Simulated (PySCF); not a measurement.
B3LYP has the VWN-RPA correlation part, as in Gaussian. 

# HS, SMILES `[SH]` (charge 0, multiplicity 2)

All values below come from B3LYP-D3(BJ)/def2-TZVP (PySCF).

```json
{
 "highest_occupied_spin_orbital": "-7.17 eV",
 "dipole_moment": "0.86 D",
 "total_energy": "-398.7748 Ha",
 "cost": "about 7 core-seconds (a rough figure)"
}
```

```xyz
2

S      0.6736     0.0000     0.0000
H     -0.6736     0.0000     0.0000
```
Charge 0, spin multiplicity 2.
